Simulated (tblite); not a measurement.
C5H10N (doublet state).
Bonds: C1–N2, N2–C3, C3–C4, C4–C5, C5–C6, C4–C6. Hydrogens: H7, H8, H9 on C1; H10 on N2; H11 on C3; H12 on C4; H13, H14 on C5; H15, H16 on C6.

The geometry is computed with GFN2-xTB (gas phase). This method treats the open shell by occupation alone, without spin polarisation.

**Question.** Give the optimised bond lengths and angles.

**Answer.** 
```csv
bond,length (Å),order
C1–N2,1.444,single
N2–C3,1.393,single
C3–C4,1.447,single
C4–C5,1.514,single
C5–C6,1.495,single
C4–C6,1.523,single
C1–H7,1.099,single
"C1–H8, C1–H9",1.090,single
N2–H10,1.013,single
C3–H11,1.075,single
C4–H12,1.085,single
"C5–H13, C6–H16",1.079,single
"C5–H14, C6–H15",1.079,single
```

Bonds in one row agree within 0.01 Å and their mean is given. Orders are formal, as drawn. A selection of angles:
```csv
angle,degrees
N2–C1–H7,113.3
N2–C1–H8,109.0
H7–C1–H8,108.7
H7–C1–H9,108.3
C1–N2–C3,118.2
C1–N2–H10,113.1
C3–N2–H10,112.6
N2–C3–C4,121.0
N2–C3–H11,116.0
C4–C3–H11,120.5
C3–C4–C5,120.5
C3–C4–H12,113.9
C5–C4–C6,59.0
C5–C4–H12,115.9
C4–C5–C6,60.8
C4–C5–H13,117.5
C4–C5–H14,118.3
C6–C5–H13,117.9
C6–C5–H14,118.6
H13–C5–H14,113.9
C4–C6–C5,60.2
```

Dihedral angles: C1–N2–C3–C4 159° (antiperiplanar); N2–C3–C4–C5 -161° (antiperiplanar); C3–C4–C5–C6 -111° (anticlinal); C3–C4–C6–C5 109° (anticlinal). The mirror-image conformer, all signs reversed, is as good.

The C–N distances run from 1.393 Å (N2–C3, drawn single) to 1.444 Å (C1–N2, drawn single), a spread of 0.051 Å. The 4 C–C bonds span 1.447 Å (C3–C4, drawn single) to 1.523 Å (C4–C6, drawn single), a spread of 0.076 Å. C3 (carbon bonded to C, N and H) is almost planar (angles 121.0°, 120.5° and 116.0°, sum 357.5°, 0.12 Å off the plane of its three neighbours). Of the pairs four or more bonds apart, H10···H12 is among the closest relative to their van der Waals radii: 2.31 Å, 96 % of the sum of Bondi's values. The 3-membered ring C4–C5–C6 has internal angles of 59.0° to 60.8°. N2 (nitrogen bonded to 2 C and H) is pyramidal (angles 118.2°, 113.1° and 112.6°, sum 343.9°, 0.30 Å off the plane of its three neighbours).

Point group: C1 (no symmetry element, even within 0.4 Å). Its GFN2-xTB frequencies are all real (lowest 59 cm⁻¹). 3 starts were optimised and ended at 0.00, 0.34 and 1.43 kcal/mol (GFN2-xTB); the lowest of these is shown.
